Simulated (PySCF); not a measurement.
Some computed properties have been withheld. Give your best values.

Species: 4-methyloxazole, C4H5NO.
SMILES with atom numbers: `[CH3:1][c:2]1[cH:3][o:4][cH:5][n:6]1` (hydrogens: H7, H8, H9 on C1; H10 on C3; H11 on C5)

```json
{"property": "point group", "level": "PBE0-D3(BJ)/def2-TZVP", "value": "?"}
{"property": "rotational constants A, B, C", "level": "PBE0-D3(BJ)/def2-TZVP", "value": "9.386, 3.571, 2.629 GHz"}
{"property": "dipole moment", "level": "B97-2/pcSseg-2", "value": "1.38 D"}
{"property": "HOMO energy", "level": "B97-2/pcSseg-2", "value": "?"}
{"property": "LUMO energy", "level": "B97-2/pcSseg-2", "value": "?"}
{"property": "13C chemical shifts (computed TMS as zero) by class", "level": "GIAO B97-2/pcSseg-2", "value": "157.2 (C5), 146.5 (C2), 140.3 (C3), 14.6 (C1) ppm"}
{"property": "1H chemical shifts (computed TMS as zero) by class", "level": "GIAO B97-2/pcSseg-2", "value": "?"}
{"property": "isotropic shieldings of nuclei other than C and H, by class", "level": "GIAO B97-2/pcSseg-2", "value": "-36 (N6), 11 (O4) ppm"}
```

The electronic properties come from PySCF, for the isolated species, density fitting. Isolated species at its PBE0-D3(BJ)/def2-TZVP geometry, gas phase. NMR classes are plain means over equivalent atoms (diastereotopic ones count apart unless rotation or inversion swaps them), as if these changed places fast; in this geometry the members of some classes differ.

(1) What is the HOMO energy?

(2) Give the point group.

(3) The LUMO energy?

(4) The 1H chemical shifts (computed TMS as zero) by class?

## Answers

(1) -6.80 eV.

(2) Cs.

(3) -0.11 eV.

(4) 7.73 (H11), 7.47 (H10), 2.21 (H7/H8/H9) ppm.

The dipole equals about 4.6 × 10⁻³⁰ C·m (1 D = 3.33564 × 10⁻³⁰ C·m). The rotational constants make it an asymmetric top with κ = (2B − A − C)/(A − C) = -0.72, nearer the prolate limit (−1).
